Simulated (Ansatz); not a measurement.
A rate constant, worked out

An elementary step of SiH₂O, singlet (SiH₂O ([OH][SiH]) → SiH₂O ([O][SiH2]); H–O broken or loosened, H–Si formed or tightened). The start structure is the reactant molecule, and the electronic barrier above it is 2.599 eV by CCSD(T) at an estimated basis limit (MP2 extrapolated from triple and quadruple zeta, plus CCSD(T) − MP2 in triple zeta). Computed with Ansatz 0.2.0 (basis: def2-TZVPP and def2-QZVPP); correlated methods freeze the cores. Extrapolation: Hartree–Fock as exp(−7.88 √X), correlation as X^−2.97. Harmonic wavenumbers at PBE0-D4/def2-TZVP (Ansatz 0.2.0), in cm⁻¹:

Start: 671, 800, 867, 960, 2005, 3882.

Saddle: 1608i, 219, 777, 1096, 1983, 2156.

Problem. Work out the transition-state-theory rate constant at 900 K from these numbers alone (harmonic vibrations; rotation, path degeneracy and anharmonicity left out), and the Wigner tunnelling factor. Use 1 cm⁻¹ = 1.2398 × 10⁻⁴ eV and k_B = 8.617 × 10⁻⁵ eV/K.

Solution. Zero-point energies, half the sums: start 9185/2 cm⁻¹ = 0.5694 eV; saddle, real modes only, 6231/2 cm⁻¹ = 0.3863 eV.
Barrier with zero-point energy: 2.599 + 0.3863 − 0.5694 = 2.4159 eV.
k_BT = 0.07756 eV, so the barrier is 31.15 k_BT.
Vibrational partition functions from the zero-point level, ln q = −Σ ln(1 − exp(−hν/k_BT)): start 1.319, saddle 1.826.
k = (k_BT/h) exp(ln q‡ − ln q) exp(−E0/k_BT), with log₁₀(k_BT/h in s⁻¹) = 13.27: log₁₀ k = 13.27 + (0.507 − 31.15)/2.3026 = -0.04, so k ≈ 9 × 10^(-1) s⁻¹.
Wigner factor: 1 + (hν‡/k_BT)²/24 = 1 + (2.57)²/24 = 1.28. A change of 1 kcal/mol (0.043 eV) in the barrier would change k by a factor of 1.7 at this temperature.

T1 diagnostic: at most 0.033. The T1 diagnostic is large here, which may signal multireference character or strong orbital relaxation, so CCSD(T) is less sure. The restricted Hartree–Fock reference is unstable towards an unrestricted one at one or more of these structures.

Labels in which every atom is bracketed show which atoms are joined, not bond orders.

For scale, one of the runs: CCSD(T)/def2-TZVPP, 101 basis functions, launched by `ansatz run in.yaml --threads 2 --pin off --events-out ev --progress --plain --max-ram 4352MiB`. The run took about 3.2 s on 2 CPU threads of an Intel Xeon Platinum 8488C (shared host).
